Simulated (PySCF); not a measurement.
SN₂ (singlet). Level of theory: PySCF, PBE0, basis S def2-TZVP, N def2-TZVP (no relativity, density fitting).

Harmonic bands of its minimum:

```json
{"ω (cm⁻¹)": "298", "IR (km/mol, summed over degenerate members)": "19.4", "degeneracy": "2"}
{"ω (cm⁻¹)": "1134", "IR (km/mol, summed over degenerate members)": "0.0", "degeneracy": "1"}
{"ω (cm⁻¹)": "1563", "IR (km/mol, summed over degenerate members)": "16.5", "degeneracy": "1"}
```

**Question.** The central atom is S. Infer the point group and assign the bands.

**Answer.** D∞h. The modes span πu + σg+ + σu+: 298 πu, 1134 σg+, 1563 σu+. The computed geometry has S–N 1.451 Å (×2); N–S–N 180.0°.
